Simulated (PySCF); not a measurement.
Where the electron goes

Compound: 3,4-dimethylenecyclobut-1-ene, C6H6.
Z-matrix (Å and degrees, PBE0-D3(BJ)/def2-SVP geometry), rows numbered from 1:
```
C 
C   1  1.3334
C   2  1.4783  1  137.15
C   3  1.3620  2   92.81  1  -179.92
C   4  1.4782  3   92.82  2    -0.01
C   5  1.3334  2  135.68  1    -0.09
H   1  1.0926  2  120.88  3   179.95
H   1  1.0926  2  121.28  3    -0.06
H   3  1.0914  2  133.24  1     0.06
H   4  1.0914  3  133.95  2   179.98
H   6  1.0926  5  120.88  2     0.01
H   6  1.0926  5  121.28  2  -179.99
```

Method used: TDDFT wB97X-D/def2-SVPD, vertical, gas phase, core orbitals frozen in the response (PySCF 2.14.0, density-fitted response routines).

Frontier orbitals with the atoms that hold most of them (Löwdin shares over 4%, at most four atoms; ? is withheld):

```json
{"orbital": "HOMO-3", "ε (eV)": "-11.90", "atoms": "C3 17%, C4 17%, C2 14%, C5 14%"}
{"orbital": "HOMO-2", "ε (eV)": "-11.29", "atoms": "C5 20%, C2 20%, C6 12%, C1 12%"}
{"orbital": "HOMO-1", "ε (eV)": "-9.03", "atoms": "C1 22%, C6 22%, C2 20%, C5 20%"}
{"orbital": "HOMO", "ε (eV)": "-8.50", "atoms": "?"}
{"orbital": "LUMO", "ε (eV)": "0.72", "atoms": "?"}
{"orbital": "LUMO+1", "ε (eV)": "1.41", "atoms": "C1 18%, C6 18%, C2 17%, C5 17%"}
{"orbital": "LUMO+2", "ε (eV)": "2.51", "atoms": "C1 18%, C6 18%, C3 11%, C4 11%"}
```

**Question.** Which atoms hold the LUMO, and with what shares?

**Answer.** C3 (bonded to 2 C and H) 28%; C4 (bonded to 2 C and H) 28%; C6 (bonded to C and 2 H) 9%; C1 (bonded to C and 2 H) 9%.

**Question.** Which atoms hold the HOMO, and with what shares?

**Answer.** C3 (bonded to 2 C and H) 21%; C4 (bonded to 2 C and H) 21%; C6 (bonded to C and 2 H) 13%; C1 (bonded to C and 2 H) 13%.

**Question.** The HOMO–LUMO gap is 9.22 eV. Where does the response calculation put the lowest singlet, and from which orbitals?

**Answer.** S1 is at 5.08 eV (f = 0.114), 4.15 eV below the gap, made of HOMO→LUMO (91%). 

**Question.** One configuration dominates each of S1, S4 and S5. Which, and how do the shares of the two leading atoms of either orbital change from the occupied to the empty one?

**Answer.** 
- S1 (5.08 eV, f 0.114), HOMO→LUMO (91%): C3 21% → 28%, C4 21% → 28%
- S4 (6.40 eV, f 0.534), HOMO-1→LUMO+1 (91%): C1 22% → 18%, C6 22% → 18%
- S5 (6.93 eV, f 0.0000), HOMO-2→LUMO (96%): C5 20% → at most 10%, C2 20% → at most 10%, C3 at most 12% → 28%, C4 at most 12% → 28%
